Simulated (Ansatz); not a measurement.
Isolated molecules relaxed with PBE0-D4/def2-TZVP in Ansatz; ΔE leaves out vibrations. CCSD(T)/CBS adds triple-zeta CCSD(T) − MP2 to the extrapolated MP2 energy (def2 sets, frozen cores). This one scheme is used for every species. DFT in def2-TZVPP. Each species was taken in one conformer, which may not be the lowest.

`[SiH3][SiH2]S` + NH₃ → `N[SiH2][SiH3]` + H₂S  (ligand exchange at the Si–S bond)

Q: Is it downhill or uphill in electronic energy at CCSD(T)/CBS, and by how much? (An estimate is asked.)

A: Ansatz gave: Uphill: ΔE = +0.19 eV.

Q: What do these levels give: LDA (SPW92), BLYP-D4, r2SCAN-D4, r2SCAN0-D4, ωB97X-V, revPBE, PBE0, RPA@PBE/def2-TZVPP, CCSD(T)/def2-SVP, MP2/def2-TZVPP, MP2/def2-QZVPP, MP2/CBS(def2)? (Best estimate.)

A: Ansatz gave: LDA (SPW92) 0.18, BLYP-D4 0.17, r2SCAN-D4 0.21, r2SCAN0-D4 0.21, ωB97X-V 0.16, revPBE 0.26, PBE0 0.23, RPA@PBE/def2-TZVPP 0.14, CCSD(T)/def2-SVP 0.14, MP2/def2-TZVPP 0.19, MP2/def2-QZVPP 0.21, MP2/CBS(def2) 0.22 eV.

Largest T1 diagnostic among the species: 0.012.

In def2-TZVPP, CCSD(T) changes the Hartree–Fock value by +0.08 eV (the triples alone add +0.02 eV) and MP2 by +0.11 eV. From BLYP to BHLYP (50 % exact exchange), in def2-TZVPP and without D4, ΔE moves by −0.04 eV.
